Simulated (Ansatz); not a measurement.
Relaxation of C$_{3}$H$_{4}$FNO (10 atoms, charge 0, multiplicity 1), to a largest force component of 0.015 eV/Å in at most 40 steps.

The calculation used RKS PBE0/def2-SVP in Ansatz 0.2.0.

```xyz
10
Properties=species:S:1:pos:R:3
C -0.037 -1.706 -0.278
N 0.674 -0.784 0.269
C 1.909 -1.176 0.741
O 2.941 -0.836 -0.039
C 2.084 -1.654 1.975
F 3.332 -1.972 2.439
H -1.066 -1.439 -0.686
H 0.303 -2.685 -0.389
H 2.600 -0.307 -0.790
H 1.347 -1.822 2.693
```

Task: Where does it end, and by what steps?

Result: It converged. After 11 steps the energy has fallen by 0.469 eV; H8 moved furthest, 0.76 Å.

```tsv
step	energy less start (eV)	largest force component (eV/Å)	accepted
0	0.0000	3.481	yes
1	-0.2687	1.102	yes
2	-0.3293	0.870	yes
3	-0.3803	0.760	yes
4	-0.4282	0.889	yes
5	-0.4522	0.693	yes
6	-0.4024	0.906	no
7	-0.4656	0.220	yes
8	-0.4664	0.177	yes
9	-0.4674	0.172	yes
10	-0.4691	0.021	yes
11	-0.4692	0.009	yes
```

```xyz
10
Properties=species:S:1:pos:R:3
C -0.101 -1.731 -0.133
N 0.830 -0.869 -0.071
C 2.014 -1.118 0.608
O 3.112 -0.591 0.038
C 2.070 -1.753 1.794
F 3.216 -1.885 2.457
H -1.039 -1.466 -0.639
H -0.016 -2.746 0.295
H 2.808 -0.090 -0.730
H 1.191 -2.133 2.315
```

Whether the end is a true minimum wasn't checked by a vibrational analysis.

Time of the run: 12 s on 2 threads of AMD EPYC 9R45 96-Core Processor (Zen 5) (shared host), peak memory 0.24 GiB.
